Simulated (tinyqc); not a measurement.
Worked calculation (part 1 of 2): MP2 on RHF in the sto-6g basis, for H2F+, spin multiplicity 1. Computed by tinyqc, a small Python program that keeps every step (integrals from PySCF). Settings: charge = 1, multiplicity = 1, basis = sto-6g, method = RHF, energy threshold = 1e-10, iteration cap = 53, orthogonalisation = canonical, start = Wolfsberg-Helmholz matrix, DIIS depth = 6. Command: `OMP_NUM_THREADS=1 python tinyqc.py 31387 31388 out.jsonl` (the two numbers bound the seeds that draw the settings). One thread of a shared host (Intel(R) Xeon(R) Processor @ 2.60GHz), about 0.1 s of CPU time with the checks. The early iterations of the SCF are left out here.

## One-electron integrals

Geometry (angstrom):
```
atom        x         y        z
F     0.00000   0.00000  0.00000
H     0.00000   0.95800  0.69100
H     0.00000  -0.93000  0.67100
```

Basis sto-6g: exponents (1/bohr^2) and contraction coefficients of normalised primitives:
```
element  l (shell)    exponent  coefficient
F            s (1)  1728.62657      0.00916
F            s (1)   316.94179      0.04936
F            s (1)    88.66889      0.16854
F            s (1)    30.46016      0.37056
F            s (1)    11.82857      0.41649
F            s (1)     4.87166      0.13033
F            s (2)    67.03228     -0.01325
F            s (2)    13.26744     -0.04699
F            s (2)     4.12351     -0.03379
F            s (2)     1.58646      0.25024
F            s (2)     0.68900      0.59512
F            s (2)     0.31582      0.24071
F            p (3)    67.03228      0.00376
F            p (3)    13.26744      0.03768
F            p (3)     4.12351      0.17390
F            p (3)     1.58646      0.41804
F            p (3)     0.68900      0.42586
F            p (3)     0.31582      0.10171
H            s (1)    35.52322      0.00916
H            s (1)     6.51314      0.04936
H            s (1)     1.82214      0.16854
H            s (1)     0.62596      0.37056
H            s (1)     0.24308      0.41649
H            s (1)     0.10011      0.13033
```

Overlap, kinetic and nuclear-attraction integrals over the contracted functions; the nuclear repulsion is the sum of Za Zb / Rab.

nuclear repulsion = 8.4652066 hartree

overlap S, lower triangle:
```
          1F 1s    1F 2s   1F 2px    1F 2py   1F 2pz    2H 1s    3H 1s
1F 1s   1.00000
1F 2s   0.23248  1.00000
1F 2px  0.00000  0.00000  1.00000
1F 2py  0.00000  0.00000  0.00000   1.00000
1F 2pz  0.00000  0.00000  0.00000   0.00000  1.00000
2H 1s   0.02749  0.29628  0.00000   0.20472  0.14767  1.00000
3H 1s   0.02977  0.31399  0.00000  -0.21470  0.15491  0.14317  1.00000
```

kinetic energy T (hartree), lower triangle:
```
           1F 1s    1F 2s   1F 2px    1F 2py   1F 2pz     2H 1s    3H 1s
1F 1s   37.39773
1F 2s   -1.14335  1.08230
1F 2px   0.00000  0.00000  3.25133
1F 2py   0.00000  0.00000  0.00000   3.25133
1F 2pz   0.00000  0.00000  0.00000   0.00000  3.25133
2H 1s   -0.00553  0.02853  0.00000   0.08776  0.06330   0.76852
3H 1s   -0.00540  0.03716  0.00000  -0.10043  0.07246  -0.01013  0.76852
```

nuclear attraction V (hartree), lower triangle:
```
            1F 1s      1F 2s     1F 2px     1F 2py     1F 2pz     2H 1s     3H 1s
1F 1s   -78.73189
1F 2s    -8.07714  -12.38364
1F 2px    0.00000    0.00000  -12.34102
1F 2py    0.00047    0.00535    0.00000  -12.42412
1F 2pz   -0.01157   -0.13571    0.00000    0.00247  -12.38427
2H 1s    -1.09140   -2.65598    0.00000   -1.57990   -1.17064  -5.49168
3H 1s    -1.18280   -2.84003    0.00000    1.67780   -1.24223  -0.89575  -5.60162
```

core Hamiltonian H = T + V (hartree), lower triangle:
```
            1F 1s      1F 2s    1F 2px    1F 2py    1F 2pz     2H 1s     3H 1s
1F 1s   -41.33416
1F 2s    -9.22048  -11.30135
1F 2px    0.00000    0.00000  -9.08970
1F 2py    0.00047    0.00535   0.00000  -9.17279
1F 2pz   -0.01157   -0.13571   0.00000   0.00247  -9.13294
2H 1s    -1.09693   -2.62745   0.00000  -1.49214  -1.10734  -4.72316
3H 1s    -1.18820   -2.80287   0.00000   1.57737  -1.16977  -0.90588  -4.83310
```

## Two-electron integrals

Functions are numbered as in S; the eight-fold symmetry (ij|kl) = (ji|kl) = (kl|ij) leaves the list below.

Two-electron integrals (ij|kl) in chemists' order, unique and non-zero (hartree):
```
(11|11) 5.40624    (21|11) 0.76813    (21|21) 0.13891    (22|11) 1.26627
(22|21) 0.28399    (22|22) 0.92637    (31|31) 0.02945    (32|31) 0.04468
(32|32) 0.20475    (33|11) 1.26627    (33|21) 0.28399    (33|22) 0.92637
(33|33) 0.99808    (41|41) 0.02945    (42|41) 0.04468    (42|42) 0.20475
(43|43) 0.05379    (44|11) 1.26627    (44|21) 0.28399    (44|22) 0.92637
(44|33) 0.89051    (44|44) 0.99808    (51|51) 0.02945    (52|51) 0.04468
(52|52) 0.20475    (53|53) 0.05379    (54|54) 0.05379    (55|11) 1.26627
(55|21) 0.28399    (55|22) 0.92637    (55|33) 0.89051    (55|44) 0.89051
(55|55) 0.99808    (61|11) 0.09662    (61|21) 0.01676    (61|22) 0.03355
(61|33) 0.03350    (61|41) 0.00059    (61|42) 0.00116    (61|44) 0.03361
(61|51) 0.00043    (61|52) 0.00084    (61|54) 0.00008    (61|55) 0.03355
(61|61) 0.00206    (62|11) 0.25798    (62|21) 0.05879    (62|22) 0.21563
(62|33) 0.21253    (62|41) 0.00347    (62|42) 0.02674    (62|44) 0.21864
(62|51) 0.00250    (62|52) 0.01929    (62|54) 0.00441    (62|55) 0.21571
(62|61) 0.00710    (62|62) 0.06370    (63|31) 0.00635    (63|32) 0.03697
(63|43) 0.00552    (63|53) 0.00398    (63|63) 0.00907    (64|11) 0.14758
(64|21) 0.03409    (64|22) 0.13360    (64|33) 0.12810    (64|41) 0.00806
(64|42) 0.05229    (64|44) 0.14273    (64|51) 0.00124    (64|52) 0.01105
(64|54) 0.00658    (64|55) 0.12997    (64|61) 0.00429    (64|62) 0.04844
(64|64) 0.04554    (65|11) 0.10645    (65|21) 0.02459    (65|22) 0.09637
(65|33) 0.09240    (65|41) 0.00124    (65|42) 0.01105    (65|44) 0.09499
(65|51) 0.00724    (65|52) 0.04494    (65|54) 0.00739    (65|55) 0.10171
(65|61) 0.00309    (65|62) 0.03494    (65|64) 0.02631    (65|65) 0.02805
(66|11) 0.44114    (66|21) 0.10241    (66|22) 0.43283    (66|33) 0.41932
(66|41) 0.00704    (66|42) 0.07685    (66|44) 0.44598    (66|51) 0.00508
(66|52) 0.05543    (66|54) 0.01923    (66|55) 0.43319    (66|61) 0.01244
(66|62) 0.17091    (66|64) 0.15045    (66|65) 0.10852    (66|66) 0.77500
(71|11) 0.10470    (71|21) 0.01816    (71|22) 0.03635    (71|33) 0.03629
(71|41) -0.00064   (71|42) -0.00126   (71|44) 0.03641    (71|51) 0.00046
(71|52) 0.00091    (71|54) -0.00009   (71|55) 0.03635    (71|61) 0.00220
(71|62) 0.00747    (71|64) 0.00415    (71|65) 0.00326    (71|66) 0.01300
(71|71) 0.00241    (72|11) 0.27583    (72|21) 0.06284    (72|22) 0.23004
(72|33) 0.22674    (72|41) -0.00371   (72|42) -0.02841   (72|44) 0.23325
(72|51) 0.00267    (72|52) 0.02050    (72|54) -0.00469   (72|55) 0.23013
(72|61) 0.00738    (72|62) 0.05471    (72|64) 0.02889    (72|65) 0.02912
(72|66) 0.11778    (72|71) 0.00823    (72|72) 0.07204    (73|31) 0.00683
(73|32) 0.03963    (73|43) -0.00588   (73|53) 0.00424    (73|63) 0.00755
(73|73) 0.01033    (74|11) -0.15642   (74|21) -0.03612   (74|22) -0.14132
(74|33) -0.13546   (74|41) 0.00866    (74|42) 0.05586    (74|44) -0.15106
(74|51) -0.00132   (74|52) -0.01171   (74|54) 0.00701    (74|55) -0.13746
(74|61) -0.00406   (74|62) -0.02855   (74|64) -0.00796   (74|65) -0.01492
(74|66) -0.05705   (74|71) -0.00492   (74|72) -0.05432   (74|74) 0.05091
(75|11) 0.11285    (75|21) 0.02606    (75|22) 0.10197    (75|33) 0.09774
(75|41) -0.00132   (75|42) -0.01171   (75|44) 0.10050    (75|51) 0.00779
(75|52) 0.04808    (75|54) -0.00788   (75|55) 0.10766    (75|61) 0.00319
(75|62) 0.02895    (75|64) 0.01499    (75|65) 0.02272    (75|66) 0.06835
(75|71) 0.00355    (75|72) 0.03919    (75|74) -0.02928   (75|75) 0.03146
(76|11) 0.08140    (76|21) 0.01878    (76|22) 0.07565    (76|33) 0.07421
(76|41) 1.02e-05   (76|42) 0.00012    (76|44) 0.07550    (76|51) 0.00124
(76|52) 0.01174    (76|54) 2.47e-05   (76|55) 0.07725    (76|61) 0.00225
(76|62) 0.02288    (76|64) 0.01533    (76|65) 0.01435    (76|66) 0.06864
(76|71) 0.00243    (76|72) 0.02418    (76|74) -0.01596   (76|75) 0.01506
(76|76) 0.01066    (77|11) 0.45332    (77|21) 0.10521    (77|22) 0.44369
(77|33) 0.42955    (77|41) -0.00738   (77|42) -0.07982   (77|44) 0.45744
(77|51) 0.00532    (77|52) 0.05759    (77|54) -0.02013   (77|55) 0.44407
(77|61) 0.01233    (77|62) 0.11309    (77|64) 0.05526    (77|65) 0.06614
(77|66) 0.27881    (77|71) 0.01385    (77|72) 0.18421    (77|74) -0.16088
(77|75) 0.11607    (77|76) 0.06864    (77|77) 0.77500
```

## Orthogonalisation

S = U s U^T; canonical form X = U s^(-1/2), so that X^T S X = 1. Each column of U has its largest component positive (the first on a tie).

eigenvalues of S: 0.54103  0.62452  0.90252  1.00000  1.09133  1.23328  1.60732

X:
```
               1         2         3        4         5         6         7
1F 1s   -0.41123  -0.06070   0.68541  0.00000  -0.60865   0.01144   0.21995
1F 2s    0.94942   0.10663  -0.23223  0.00000  -0.28568   0.01244   0.47803
1F 2px   0.00000   0.00000   0.00000  1.00000   0.00000   0.00000   0.00000
1F 2py  -0.09889   0.77733   0.00455  0.00000   0.00063   0.70732  -0.01389
1F 2pz   0.36713   0.03709   0.69545  0.00000   0.62656   0.00311   0.19524
2H 1s   -0.45960  -0.76011  -0.23059  0.00000   0.19388   0.40550   0.38081
3H 1s   -0.64964   0.63466  -0.21780  0.00000   0.18460  -0.38186   0.40241
```

## Iteration 8 (converged): orbitals

converged F (hartree), lower triangle:
```
            1F 1s     1F 2s    1F 2px    1F 2py    1F 2pz     2H 1s     3H 1s
1F 1s   -26.88674
1F 2s    -6.51126  -3.42049
1F 2px    0.00000   0.00000  -0.98691
1F 2py    0.00063   0.00395   0.00000  -0.87336
1F 2pz   -0.01934  -0.07975   0.00000   0.00210  -0.91380
2H 1s    -0.77720  -0.85348   0.00000  -0.42881  -0.35037  -0.66012
3H 1s    -0.84155  -0.90759   0.00000   0.44657  -0.36366  -0.23540  -0.68672
```

Diagonalise F' = X^T F X, C = X C', fill 5 alpha and 5 beta electrons from the bottom; D = 2 C_occ C_occ^T. Each column has its largest component positive (the first on a tie).

F' = X^T F X (hartree), lower triangle:
```
          1         2          3         4          5         6         7
1  -1.86670
2  -0.30820  -0.05474
3   3.92083   0.65624  -10.73255
4   0.00000   0.00000    0.00000  -0.98691
5  -3.67493  -0.63884   10.59100   0.00000  -12.49071
6   0.07324  -0.06339   -0.22843   0.00000    0.24867  -1.06564
7   1.34917   0.26635   -5.63703   0.00000    6.25913  -0.13202  -4.83100
```

orbital energies (hartree): MO1 -26.88980, MO2 -1.96993, MO3 -1.06622, MO4 -1.00347, MO5 -0.98691, MO6 -0.11491, MO7 0.00298

coefficients C:
```
             MO1       MO2       MO3       MO4      MO5       MO6       MO7
1F 1s    0.99721  -0.24087  -0.00514   0.05260  0.00000   0.07865   0.01124
1F 2s    0.01220   0.97357   0.02833  -0.27922  0.00000  -0.49461  -0.07471
1F 2px   0.00000   0.00000   0.00000   0.00000  1.00000   0.00000   0.00000
1F 2py  -0.00007  -0.00351   0.76017   0.04491  0.00000  -0.07817   0.72702
1F 2pz   0.00131   0.07703  -0.04541   0.86325  0.00000  -0.54080  -0.06972
2H 1s   -0.00176   0.06841   0.32792   0.25948  0.00000   0.77508  -0.63947
3H 1s   -0.00191   0.07343  -0.35643   0.22229  0.00000   0.61121   0.81158
```

D after iteration 8, lower triangle:
```
           1F 1s     1F 2s   1F 2px    1F 2py   1F 2pz     2H 1s    3H 1s
1F 1s    2.11047
1F 2s   -0.47435   2.05351
1F 2px   0.00000   0.00000  2.00000
1F 2py  -0.00154   0.01116  0.00000   1.15977
1F 2pz   0.05677  -0.33462  0.00000   0.00796  1.50638
2H 1s   -0.01255   0.00683  0.00000   0.52138  0.42874   0.35909
3H 1s   -0.01214  -0.00140  0.00000  -0.52245  0.42747  -0.10835  0.36371
```

## Convergence

Stop when the energy changes by less than 1e-10 hartree and every element of the error matrix X^T (F D S - S D F) X is below 3e-06.

Course of the cycle:
```
iteration  E (hartree)     change  largest element of the error matrix
1          -99.4130400          -                             7.58e-01
2          -99.7192753  -3.06e-01                             1.34e-01
3          -99.7322420  -1.30e-02                             2.53e-02
4          -99.7328349  -5.93e-04                             4.57e-03
5          -99.7328618  -2.69e-05                             1.17e-03
6          -99.7328665  -4.76e-06                             1.64e-05
7          -99.7328665  -3.22e-10                             1.21e-06
8          -99.7328665  -2.34e-12                             1.77e-07
```

PySCF RHF in the same basis = -99.7328665 hartree

Converged in 8 iterations.

## Integrals over molecular orbitals

(pq|rs) = sum C_ip C_jq C_kr C_ls (ij|kl), one index at a time.

one-electron integrals over orbitals h = C^T H C (hartree), lower triangle:
```
           1         2         3         4         5         6         7
1  -41.32117
2    0.71124  -9.61460
3    0.01474  -0.03301  -7.83307
4   -0.14735   0.37537   0.03994  -8.42320
5    0.00000   0.00000   0.00000   0.00000  -9.08970
6   -0.23324   1.18931   0.18628   1.63531   0.00000  -5.40949
7   -0.03355   0.17034  -2.22196   0.05863   0.00000   0.00459  -5.75685
```

Two-electron integrals over orbitals (pq|rs), unique and non-zero (hartree):
```
(11|11) 5.38224     (21|11) -0.52431    (21|21) 0.08261     (22|11) 1.23532
(22|21) -0.02231    (22|22) 0.86718     (31|11) -0.01145    (31|21) 0.00161
(31|22) -0.00110    (31|31) 0.01833     (32|11) 0.00918     (32|21) -0.00071
(32|22) 0.00033     (32|31) 0.02598     (32|32) 0.15143     (33|11) 0.97921
(33|21) -0.00819    (33|22) 0.74840     (33|31) 0.00042     (33|32) 0.00178
(33|33) 0.71347     (41|11) 0.11620     (41|21) -0.01629    (41|22) 0.01110
(41|31) -0.00056    (41|32) -0.00006    (41|33) 0.00398     (41|41) 0.02717
(42|11) -0.09870    (42|21) 0.00714     (42|22) -0.01260    (42|31) -0.00006
(42|32) -0.00088    (42|33) -0.00994    (42|41) 0.02971     (42|42) 0.16087
(43|11) -0.00831    (43|21) 0.00030     (43|22) -0.00379    (43|31) -0.00313
(43|32) 0.00734     (43|33) -0.00491    (43|41) 0.00075     (43|42) 0.00476
(43|43) 0.04968     (44|11) 1.12329     (44|21) -0.01277    (44|22) 0.80620
(44|31) -3.86e-05   (44|32) 0.00620     (44|33) 0.69117     (44|41) -0.00891
(44|42) -0.07914    (44|43) -0.00356    (44|44) 0.84094     (51|51) 0.03035
(52|51) 0.03947     (52|52) 0.18555     (53|51) 0.00079     (53|52) 0.00294
(53|53) 0.03772     (54|51) -0.00811    (54|52) -0.03025    (54|53) -0.00092
(54|54) 0.05040     (55|11) 1.26599     (55|21) -0.01376    (55|22) 0.88907
(55|31) -0.00029    (55|32) 0.00473     (55|33) 0.73650     (55|41) 0.00290
(55|42) -0.05277    (55|43) -0.00480    (55|44) 0.81280     (55|55) 0.99808
(61|11) 0.17917     (61|21) -0.02969    (61|22) 0.00434     (61|31) -0.00168
(61|32) -0.00136    (61|33) 0.00160     (61|41) -0.00748    (61|42) -0.01941
(61|43) -0.00032    (61|44) 0.01063     (61|55) 0.00449     (61|61) 0.01817
(62|11) -0.25131    (62|21) 0.00692     (62|22) -0.12992    (62|31) -0.00098
(62|32) -0.00653    (62|33) -0.08186    (62|41) -0.01771    (62|42) -0.05142
(62|43) 0.00153     (62|44) -0.08311    (62|55) -0.13098    (62|61) 0.00658
(62|62) 0.06833     (63|11) -0.03501    (63|21) 0.00070     (63|22) -0.01926
(63|31) -0.00361    (63|32) 0.01897     (63|33) -0.01814    (63|41) -0.00008
(63|42) 0.00521     (63|43) 0.01877     (63|44) -0.01269    (63|55) -0.02016
(63|61) -0.00005    (63|62) 0.00659     (63|63) 0.06667     (64|11) -0.31028
(64|21) 0.00413     (64|22) -0.17096    (64|31) 0.00073     (64|32) 0.00449
(64|33) -0.10208    (64|41) -0.00408    (64|42) 0.01974     (64|43) 0.00471
(64|44) -0.16952    (64|55) -0.17593    (64|61) 0.00035     (64|62) 0.05671
(64|63) 0.01665     (64|64) 0.09654     (65|51) -0.01120    (65|52) -0.04415
(65|53) -0.00258    (65|54) -0.01260    (65|65) 0.02219     (66|11) 0.66340
(66|21) -0.00534    (66|22) 0.54413     (66|31) 0.00105     (66|32) 0.01513
(66|33) 0.52823     (66|41) 0.01347     (66|42) 0.06093     (66|43) 0.01350
(66|44) 0.52367     (66|55) 0.52381     (66|61) -0.00512    (66|62) -0.04792
(66|63) 0.01901     (66|64) -0.02202    (66|66) 0.53687     (71|11) 0.02584
(71|21) -0.00435    (71|22) 0.00043     (71|31) 0.01635     (71|32) 0.02266
(71|33) 0.00090     (71|41) 0.00013     (71|42) -0.00118    (71|43) -0.00292
(71|44) 0.00104     (71|55) 0.00064     (71|61) 0.00086     (71|62) -0.00098
(71|63) -0.00307    (71|64) 0.00046     (71|66) 0.00104     (71|71) 0.01501
(72|11) -0.03655    (72|21) 0.00097     (72|22) -0.01889    (72|31) 0.01779
(72|32) 0.07223     (72|33) -0.00822    (72|41) -0.00117    (72|42) -0.00132
(72|43) -0.01939    (72|44) -0.01453    (72|55) -0.01869    (72|61) -0.00098
(72|62) 0.00277     (72|63) -0.02126    (72|64) 0.00770     (72|66) -0.00743
(72|71) 0.01548     (72|72) 0.05667     (73|11) 0.42708     (73|21) -0.00763
(73|22) 0.22391     (73|31) -5.01e-06   (73|32) 0.00995     (73|33) 0.16947
(73|41) -0.00106    (73|42) -0.05475    (73|43) 0.00064     (73|44) 0.19426
(73|55) 0.23894     (73|61) 0.00405     (73|62) -0.06012    (73|63) -0.00369
(73|64) -0.10139    (73|66) 0.01782     (73|71) 0.00059     (73|72) -0.01077
(73|73) 0.16582     (74|11) -0.01154    (74|21) 0.00006     (74|22) -0.00587
(74|31) -0.00637    (74|32) -0.04995    (74|33) -0.00205    (74|41) -0.00106
(74|42) -0.00386    (74|43) 0.00209     (74|44) -0.00772    (74|55) -0.00623
(74|61) 0.00099     (74|62) 0.00490     (74|63) -0.04600    (74|64) -0.00305
(74|66) -0.01755    (74|71) -0.00572    (74|72) -0.00920    (74|73) -0.01089
(74|74) 0.04979     (75|51) -0.00159    (75|52) -0.00626    (75|53) 0.02522
(75|54) 0.00008     (75|65) 0.00080     (75|75) 0.01900     (76|11) -0.00142
(76|21) 2.76e-05    (76|22) 0.00152     (76|31) -0.00804    (76|32) -0.07851
(76|33) 0.00293     (76|41) 0.00095     (76|42) 0.00227     (76|43) -0.05371
(76|44) -0.00606    (76|55) -0.00041    (76|61) 1.26e-05    (76|62) -0.00216
(76|63) -0.08155    (76|64) -0.01353    (76|66) -0.03611    (76|71) -0.00717
(76|72) 0.00399     (76|73) -0.01618    (76|74) 0.06303     (76|76) 0.15601
(77|11) 0.74289     (77|21) -0.00650    (77|22) 0.58200     (77|31) -0.00241
(77|32) -0.02033    (77|33) 0.58334     (77|41) 0.00296     (77|42) 0.00966
(77|43) -0.01159    (77|44) 0.55639     (77|55) 0.56844     (77|61) 0.00138
(77|62) -0.03755    (77|63) -0.02487    (77|64) -0.03206    (77|66) 0.51241
(77|71) -0.00174    (77|72) -0.00490    (77|73) 0.05433     (77|74) 0.01531
(77|76) 0.03492     (77|77) 0.55909
```
